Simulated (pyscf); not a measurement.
H₃C–Si(Cl)(Cl)–Cl (SMILES C[Si](Cl)(Cl)Cl) → Cl–CH₂–SiH(Cl)–Cl (SMILES ClC[SiH](Cl)Cl), a concerted two-bond exchange (singlet surface; C–H, Cl–Si broken, C–Cl, H–Si formed). Structures and frequencies: ωB97X-D3(BJ)/def2-SVP in PySCF. Energies in kJ/mol from the reactant's lowest minimum found.

AM1 to PM7: differences of heats of formation from MOPAC. 

Problem. Quick PM6 single points give ΔE‡ = 323.8 kJ/mol and ΔE = +161.8 kJ/mol. What does ωB97M-D3(BJ)/def2-TZVP give, and how far is the quick result from it?

Solution. ωB97M-D3(BJ)/def2-TZVP gives ΔE‡ = 443.4 kJ/mol and ΔE = +183.7 kJ/mol. PM6 lies 119.6 kJ/mol under it in the barrier and 22.0 kJ/mol under it in the reaction energy, so on this step it does not hold to within 12.6 kJ/mol. ωB97M-D3(BJ)/def2-TZVP has limits of its own. The same reactants have a lower exit, to CH₃• + Cl–Si•(Cl)–Cl (no saddle counted: cutting one bond costs +414.3 kJ/mol at ωB97M-D3(BJ), against +443.4 kJ/mol here). One saddle was located; it need not be the lowest between these sides.
